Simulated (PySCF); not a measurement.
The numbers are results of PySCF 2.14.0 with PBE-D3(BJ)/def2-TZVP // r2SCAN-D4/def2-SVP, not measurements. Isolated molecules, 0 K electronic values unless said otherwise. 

Reference species (SMILES): `C[O]` (neutral, multiplicity 2).

* **highest occupied spin orbital**: -5.95 eV
* **dipole moment**: 2.09 D

Changed species: `[SH]` (free radical SH; the reference has free radical OCH3).

Problem. Predict the effect on the highest occupied spin orbital and dipole moment.

Solution. the highest occupied spin orbital decreases by 0.17 eV, to -6.12 eV; the dipole moment decreases by 1.22 D, to 0.87 D.
